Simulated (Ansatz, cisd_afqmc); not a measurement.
Species: CHO2, charge -1, singlet. CHO2- (SMILES O=C[O-]).
B3LYP-D3(BJ)/def2-TZVP minimum from Ansatz (a first-principles code):
```
C
O 1 1.2488
O 1 1.2488 2 130.63
H 1 1.1416 2 114.69 3 180.00
```
Charge -1, spin multiplicity 1.

Total energies in aug-cc-pVTZ, 18 correlated electrons, 3 frozen orbitals. Radicals and triplets start from unrestricted determinants; spin-orbit coupling is neglected. Correlated methods leave the cores frozen. No relativity. AFQMC is phaseless with a CISD trial state; ± is one standard error, without the phaseless bias. Outlying blocks are dropped, and bars are widened where a walk drifts. Over all cases where full CI ran beside it in this data, AFQMC minus full CI had a median of +0.1 mEh and passed +0.4 mEh in a tenth of the cases.

| method | program | energy (Eh) | minus AFQMC/CISD (mEh) |
|---|---|---|---|
| HF | Ansatz | -188.27446 | 683.9 ± 0.7 |
| MP2 | Ansatz | -188.93092 | 27.4 ± 0.7 |
| CCSD | Ansatz | -188.92640 | 32.0 ± 0.7 |
| CCSD(T) | Ansatz | -188.95719 | 1.2 ± 0.7 |
| AFQMC/CISD | cisd_afqmc | -188.9584 ± 0.0007 | 0.0 |
